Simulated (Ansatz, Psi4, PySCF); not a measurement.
Process, species as SMILES: c1cc[nH]c1 [1H-pyrrole] + 4 C (CH4) + N (NH3) → 2 C=C (C2H4) + CC (C2H6) [ethane] + 2 CN (CH5N) [methanamine]

Quantity: bond separation energy (electronic), in kcal/mol. Set-up: non-relativistic; 6-311+G** with 5d; valence correlation only; no dispersion term unless named; LANL2DZ all-electron up to Ne; 6-31G* and kin with 6d, 5d where marked; spin-orbit terms left out. Basis-set limits of correlation are two-point, X^-3; Hartree-Fock from the larger set. The bracket is a focal-point correction in the basis named. First-principles rows: single points at B3LYP-D3(BJ) geometries (Ansatz, a program for electronic structure).

Coupled cluster (Ansatz) is a level with limits of its own, used here on species with T1 under 0.025 (0.045 for open shells) and stable references: RI-MP2/CBS(cc-pVTZ,cc-pVQZ)+[CCSD(T)-MP2]/cc-pVTZ.

Value to compare with, RI-MP2/CBS(cc-pVTZ,cc-pVQZ)+[CCSD(T)-MP2]/cc-pVTZ (Ansatz): 46.4 kcal/mol.

```tsv
level	program	bond separation energy (electronic) (kcal/mol)	difference
HF/6-31G*	Ansatz	38.2	-8.2
HF/6-311+G**	Ansatz	37.2	-9.2
PBE/LANL2DZ	Ansatz	55.9	9.5
PBE/def2-SVP	Ansatz	53.1	6.7
B3LYP/STO-3G	Ansatz	53.5	7.1
B3LYP/LANL2DZ	Ansatz	52.2	5.8
B3LYP/6-311+G**	Ansatz	46.2	-0.2
PBE0/6-31G*	Ansatz	50.2	3.8
wB97X-D/6-311+G**	Psi4	46.2	-0.2
M06-2X/def2-TZVPD	PySCF	47.3	0.9
```

5 of the 9 habitual levels lie above RI-MP2/CBS(cc-pVTZ,cc-pVQZ)+[CCSD(T)-MP2]/cc-pVTZ (Ansatz); their mean absolute difference is 5.6 kcal/mol, the median 6.7.

The levels are drawn from those run, B3LYP/6-31G* more often than the rest, none by its result; left out are runs that failed, that the program found above a lower state of the same kind, or whose <S^2> lies over 0.5 above the pure value.
